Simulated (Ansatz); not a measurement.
A made-up structure of CH3S2 (charge +1), closed shell:

```
6
angstrom
C -0.3499 0.0528 -0.5439
S 1.0541 -1.0408 -0.4888
S 0.0210 -0.4246 1.1642
H -1.2939 -0.3654 -0.8817
H -0.1663 1.1005 -0.7655
H 1.9437 -2.0463 -0.2714
```

It is relaxed with PBE-D4/def2-SVP and then PBE0-D4/def2-TZVP (Ansatz 0.2.0). Atoms count as bonded within 1.22 times the sum of their covalent radii (H–H: 0.88 Å). The end point is not checked to be a true minimum.

(1) Does its bonding change? (A judgement: the text doesn't fix the answer.)

Results:

(1) The calculation gives: No: no bond forms or breaks.

Where it ends: The first stage lowers the energy by 2.65 eV in 9 steps. It ends as CH₃S₂ ([CH2]1[S][SH]1), total charge +1:
```xyz
6
angstrom
C -0.2643 -0.0354 -0.4669
S 1.4228 -0.6617 -0.2559
S 0.0827 -0.3373 1.2532
H -0.9367 -0.7212 -0.9750
H -0.2698 0.9988 -0.7998
H 1.1741 -1.9671 -0.5427
```

Labels in which every atom is bracketed show which atoms are joined, not bond orders.

For scale, one of the runs: PBE0-D4/def2-TZVP relaxation, 123 basis functions, launched by `ansatz run in.yaml --threads 2 --pin off --events-out ev --progress --plain --max-ram 4352MiB`. The run took about 9 s on 2 CPU threads of an Intel Xeon Platinum 8488C (shared host).
